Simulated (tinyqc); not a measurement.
Ways to converge the cycle: SCF convergence aids in the sto-6g basis, for NH3, spin multiplicity 1. Computed by the program tinyqc with PySCF. 

Geometry (angstrom):

| atom | x | y | z |
|---|---|---|---|
| N | 0.0000 | 0.0000 | 0.4610 |
| H | 0.9640 | 0.0000 | 0.0000 |
| H | -0.4820 | 0.8340 | 0.0000 |
| H | -0.4820 | -0.8340 | 0.0000 |

lowest restricted solution found by these runs and by PySCF = -55.985216 hartree

RHF with one setting changed at a time; a run stops when the energy changes by less than 1e-09 hartree and the error matrix is below 1e-5. The start is the Wolfsberg-Helmholz matrix. Damping d keeps d of the old density; a shift (hartree) raises the virtual levels; DIIS n extrapolates F over n matrices.

Largest element of the error matrix X^T (FDS - SDF) X:

| iteration | plain | damping 0.3 | damping 0.6 | shift 0.4 | DIIS 3 | DIIS 8 |
|---|---|---|---|---|---|---|
| 1 | 4.1e-01 | 4.1e-01 | 4.1e-01 | 4.1e-01 | 4.1e-01 | 4.1e-01 |
| 2 | 1.0e-01 | 1.5e-01 | 2.5e-01 | 9.8e-02 | 1.0e-01 | 1.0e-01 |
| 3 | 2.7e-02 | 5.4e-02 | 1.6e-01 | 5.7e-02 | 2.8e-02 | 2.8e-02 |
| 4 | 1.1e-02 | 3.2e-02 | 1.0e-01 | 3.2e-02 | 7.9e-03 | 7.9e-03 |
| 5 | 4.5e-03 | 1.8e-02 | 6.5e-02 | 1.8e-02 | 1.9e-03 | 1.5e-03 |
| 6 | 1.9e-03 | 1.1e-02 | 4.1e-02 | 1.0e-02 | 3.7e-04 | 2.1e-05 |
| 8 | 3.6e-04 | 3.7e-03 | 2.3e-02 | 3.5e-03 | 9.6e-06 | 8.0e-08 |
| 10 | 7.0e-05 | 1.3e-03 | 1.4e-02 | 1.2e-03 | - | - |
| 14 | - | 1.7e-04 | 4.6e-03 | 1.6e-04 | - | - |
| 20 | - | 8.6e-06 | 9.3e-04 | 8.1e-06 | - | - |
| 30 | - | - | 6.9e-05 | - | - | - |

How each run ends:

| run | iterations | E (hartree) | state |
|---|---|---|---|
| plain | 13 | -55.98522 | lowest found |
| damping 0.3 | 20 | -55.98522 | lowest found |
| damping 0.6 | 40 | -55.98522 | lowest found |
| shift 0.4 | 20 | -55.98522 | lowest found |
| DIIS 3 | 9 | -55.98522 | lowest found |
| DIIS 8 | 8 | -55.98522 | lowest found |

6 of 6 runs reach the lowest restricted solution found, in 8 to 40 iterations (fastest: DIIS 8). Plain steps already contract here, so damping only slows them. DIIS 3 and DIIS 8 gain by cancelling the error over several earlier matrices, much as a quasi-Newton step does.
